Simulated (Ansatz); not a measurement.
Density of states of WC (P-6m2, a = 2.912 Å, b = 2.912 Å, c = 2.836 Å, α = 90.00°, β = 90.00°, γ = 120.00°), in states per eV and primitive cell, averaged over bins of 0.5 eV. All numbers below come from Ansatz, DFT r2SCAN, scalar-relativistic, plane waves, PAW.

Cutoff 500 eV; k points 18×18×14 on the computed 2-atom cell (Γ-centred); Gaussian smearing, width 0.10 eV; no spin polarisation.

The cell is relaxed at this level. The states (both spins) are summed by tetrahedra on a 27×27×21 mesh at the self-consistent density. Energies are bin centres; the table starts no lower than −8 eV and ends at 6 eV, or lower where the solved bands end.

It is a metal at this level.

```tsv
E − E_F (eV)	total	W 5d	C 2p	C 2s	W 6s
-7.80	0.07	0.02	0.04	0.00	0.01
-7.30	0.52	0.19	0.25	0.02	0.04
-6.80	1.53	0.66	0.70	0.04	0.09
-6.30	1.02	0.45	0.46	0.03	0.05
-5.80	0.65	0.31	0.29	0.02	0.02
-5.30	0.62	0.29	0.29	0.02	0.01
-4.80	0.85	0.40	0.39	0.02	0.02
-4.30	1.44	0.69	0.66	0.02	0.03
-3.80	1.28	0.67	0.54	0.02	0.02
-3.30	1.68	0.82	0.78	0.02	0.03
-2.80	1.77	0.85	0.84	0.02	0.02
-2.30	0.52	0.22	0.28	0.01	0.01
-1.80	1.20	0.81	0.32	0.01	0.04
-1.30	1.37	0.97	0.31	0.02	0.04
-0.80	1.01	0.70	0.24	0.01	0.02
-0.30	0.38	0.24	0.11	0.00	0.01
0.20	0.20	0.16	0.03	0.00	0.00
0.70	0.19	0.19	0.01	0.00	0.00
1.20	0.31	0.29	0.01	0.00	0.00
1.70	0.59	0.52	0.04	0.01	0.01
2.20	0.70	0.60	0.07	0.01	0.01
2.70	0.76	0.62	0.10	0.02	0.01
3.20	0.70	0.51	0.14	0.02	0.01
3.70	1.10	0.72	0.26	0.06	0.02
4.20	1.76	1.17	0.39	0.10	0.03
4.70	1.22	0.92	0.18	0.06	0.02
5.20	1.36	0.94	0.27	0.08	0.02
5.70	1.07	0.60	0.31	0.11	0.00
```

The columns after the total are the main Löwdin projections on the occupied valence shells of the potentials; 1 other is left out. The rest of the total lies in those, in shells that are empty in the free atom, which aren't projected, and between the atoms.

Spin-orbit coupling is left out, which matters for the bands of heavy elements.